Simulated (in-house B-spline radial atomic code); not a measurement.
Values are calculated unless marked as measured or tabulated.
## Stopping and range of 1 keV C in Si

The pair potential comes from two frozen, spherical free-atom densities (PBE, B-spline radial code, scalar-relativistic past argon): electrostatics plus the change in Thomas-Fermi kinetic and Dirac exchange energy where they overlap, the recipe behind the universal ZBL potential, which averages such potentials (from solid-state densities) over many pairs. It is written V = (Z1 Z2 e²/r) φ(r/a), with e² = 14.3996 eV·Å and a = 0.46850 Å/(Z1^0.23 + Z2^0.23); ZBL's fit is φ = 0.18175 e^(−3.1998x) + 0.50986 e^(−0.94229x) + 0.28022 e^(−0.4029x) + 0.02817 e^(−0.20162x). Where φ falls below 4e-4 it is continued as an exponential.

The target is taken as amorphous, with density 2.329 g/cm³ (NSM archive of the Ioffe Institute); channelling is ignored. Masses: C 12.01, Si 28.09 u. Nuclear stopping is S_n = 4π a Z1 Z2 e² M1/(M1 + M2) × s_n(ε), with s_n integrated over impact parameters for each pair. Electronic stopping is Lindhard and Scharff's S_e = Z1^(1/6) 8π e² a0 Z1 Z2/(Z1^(2/3) + Z2^(2/3))^(3/2) × v/v0, with a0 = 0.529177 Å and v = v0 at 24.801 keV/u; it misses the oscillations with Z1 seen in experiment, which reach tens of per cent. Compounds add by atom fraction.

```csv
target atom,a (Å),ε at this energy,"s_n, this pair","s_n, ZBL potential"
Si,0.14006,0.08112,0.3438,0.3057
```

**Question.** What are the atom density and the stopping powers at entry?

**Answer.** N = 2.329 × 0.602214/28.09 = 0.04993 atoms/Å³. For Si: S_n = 637.6 × 0.3438 = 219.2 eV·Å², S_e = 1.4449 × √1000 = 45.69 eV·Å². Averaged over the target's atoms and times N × 10 Å/nm, the ion loses N S_n = 109 eV/nm to recoils and N S_e = 22.8 eV/nm to electrons; the nuclear share is 83 %.

Along the track:

| E (keV) | N S_n (eV/nm) | N S_e (eV/nm) |
| --- | --- | --- |
| 0.05 | 39.1 | 5.1 |
| 0.15 | 65.3 | 8.84 |
| 0.3 | 82.7 | 12.5 |
| 0.5 | 94.9 | 16.1 |
| 0.75 | 104 | 19.8 |
| 1 | 109 | 22.8 |

**Question.** Estimate the path length and the projected range.

**Answer.** With continuous slowing down the path is the integral of dE/(N (S_n + S_e)). Trapezoids over the table give 9.65 nm, and the stretch below the first row, with stopping taken as √E, adds 2E/(N S) = 2.3 nm: 11.9 nm in all, against 11.1 nm on a fine grid from 5 eV, a cut that itself drops some per cent of so short a path. Deflections shorten the depth: to first order in the energy passed on, N (S_n + S_e) dR_p/dE = 1 − N S_n (M2/M1) R_p/(2E), summed over the target's atoms, and integrating this on the fine grid gives R_p = 4.4 nm, 0.40 of the path. Lindhard's rule of thumb R/(1 + M2/3M1), with mean M2/M1 = 2.34, gives 6.22 nm; it is meant for M2/M1 below about 2. On the ZBL potential the same equation gives 4.97 nm, and the full integral equation, which keeps hard collisions, 5.26 nm.
